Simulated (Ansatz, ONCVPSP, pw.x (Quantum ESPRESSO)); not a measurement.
## What a changed setting does to a pw.x run (bcc N)

Potential: optimised norm-conserving Vanderbilt (ONCV), ONCVPSP 4.0.1.1 (patched build), PBEsol; core [He], reference 2s2 2p3; waves: 2s: rc 0.90 bohr, ncon 4, nbas 7, qcut 8.8 1/bohr, 2 projectors, debl 3.3 Ha; 2p: rc 2.10 bohr, ncon 4, nbas 9, qcut 6 1/bohr, 1 projector; d scattering state at 0.11 Ha: rc 1.55 bohr, ncon 4, nbas 8, qcut 5.5 1/bohr, 2 projectors, debl 1.2 Ha; local part: polynomial inside 0.60 bohr (lpopt 5, dvloc0 4 Ha); core correction: Teter function, fcfact 7.5, rcfact 1.15.

The reference run (k-mesh 18³, cutoffs 95/380 Ry, Fermi–Dirac 0.01 Ry, mixing_beta 0.4, conv_thr 1e-9, no spin) gives 2.36 GPa at 6.897 Å³/atom, where all-electron LAPW gives -0.77 GPa. This run, with its own iteration cap, changes tot_charge to -2, a wrong or extreme entry chosen on purpose.

```
&control
  calculation='scf', prefix='x', pseudo_dir='./', outdir='./tmp', tstress=.true., disk_io='none'
/
&system
  ibrav=0, nat=1, ntyp=1, ecutwfc=95, ecutrho=380, nbnd=9,
  occupations='smearing', smearing='fd', degauss=0.01, tot_charge=-2
/
&electrons
  conv_thr=1e-09, mixing_beta=0.4, electron_maxstep=70
/
ATOMIC_SPECIES
N 1.0 N.UPF
CELL_PARAMETERS angstrom
  -1.19913132 1.19913132 1.19913132
  1.19913132 -1.19913132 1.19913132
  1.19913132 1.19913132 -1.19913132
ATOMIC_POSITIONS crystal
N 0.0000 0.0000 0.0000
K_POINTS automatic
18 18 18 0 0 0
```

```bash
pw.x < N.scf.in > N.scf.out
```

Task: How does the run end?

Result: It converges in 6 iterations; the free energy moves by +24.60 eV/atom and the pressure by +874.49 GPa. The cell is charged against a uniform background, so energy and pressure depend on the zero of the potential and are not those of the crystal.

```
Message from routine setup:
     using ibrav=0 with symmetry is DISCOURAGED, use correct ibrav instead
     lattice parameter (alat)  =       3.9249  a.u.
     unit-cell volume          =      46.5433 (a.u.)^3
     number of electrons       =         7.00
     number of Kohn-Sham states=            9
     kinetic-energy cutoff     =      95.0000  Ry
     charge density cutoff     =     380.0000  Ry
     scf convergence threshold =      1.0E-09
     Exchange-correlation= PBESOL
     number of k points=   195  Fermi-Dirac smearing, width (Ry)=  0.0100
     iteration #  1     ecut=    95.00 Ry     beta= 0.40
     total energy              =     -18.02535701 Ry
     estimated scf accuracy    <       0.02543499 Ry
     iteration #  2     ecut=    95.00 Ry     beta= 0.40
     total energy              =     -18.02445574 Ry
     estimated scf accuracy    <       0.00392404 Ry
     iteration #  3     ecut=    95.00 Ry     beta= 0.40
     total energy              =     -18.02510473 Ry
     estimated scf accuracy    <       0.00003554 Ry
     iteration #  4     ecut=    95.00 Ry     beta= 0.40
     total energy              =     -18.02510862 Ry
     estimated scf accuracy    <       0.00000081 Ry
     iteration #  5     ecut=    95.00 Ry     beta= 0.40
     total energy              =     -18.02510875 Ry
     estimated scf accuracy    <          8.6E-09 Ry
     iteration #  6     ecut=    95.00 Ry     beta= 0.40
     the Fermi energy is    14.6086 ev
!    total energy              =     -18.02510875 Ry
     estimated scf accuracy    <          8.6E-10 Ry
     smearing contrib. (-TS)   =      -0.00398839 Ry
     The total energy is F=E-TS. E is the sum of the following terms:
     one-electron contribution =       7.51270756 Ry
     hartree contribution      =       2.32460943 Ry
     xc contribution           =      -7.78349462 Ry
     ewald contribution        =     -20.07494274 Ry
     convergence has been achieved in   6 iterations
          total   stress  (Ry/bohr**3)                   (kbar)     P=     8768.58
     Message from routine punch:
     Nothing written, as per user request (disk_io='none')
```

The run took about 6.6 s on one core of a shared host (Intel(R) Xeon(R) 6975P-C, 192 threads, 378 GiB, load 27).
